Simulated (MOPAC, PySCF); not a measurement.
Series: binary hydrides. Gas-phase values, no solvent. Strings in code marks are SMILES.

Quantity: vertical ionisation energy (energy after one electron is removed minus that of the parent at the parent's geometry), in eV.

Level 1: B3LYP/6-31G* // PBE0-D3(BJ)/def2-TZVP (PySCF)
Level 2: PBE/6-31G* // PBE0-D3(BJ)/def2-TZVP (PySCF)
Level 3: minus the HOMO energy of PM6 // PBE0-D3(BJ)/def2-TZVP (MOPAC)
Level 4: minus the HOMO energy of SVWN5/6-31G* // PBE0-D3(BJ)/def2-TZVP (PySCF)

```csv
species,level 2,level 3,level 4
`[GeH4]`,11.91,12.15,8.31
`S`,10.33,9.44,6.13
`C`,13.93,13.64,9.26
`[SiH4]`,12.17,11.76,8.46
`N`,10.59,10.15,5.34
```

**Question.** What does level 1 give for each, and how far do the other levels lie from it on average?

**Answer.** 
- `[GeH4]`: 12.20
- `S`: 10.39
- `C`: 14.14
- `[SiH4]`: 12.49
- `N`: 10.65
Mean absolute difference from level 1, which has limits of its own, over these rows (drawn at random from the members that have all these levels): level 2 0.189 eV, level 3 0.55 eV, level 4 4.47 eV.
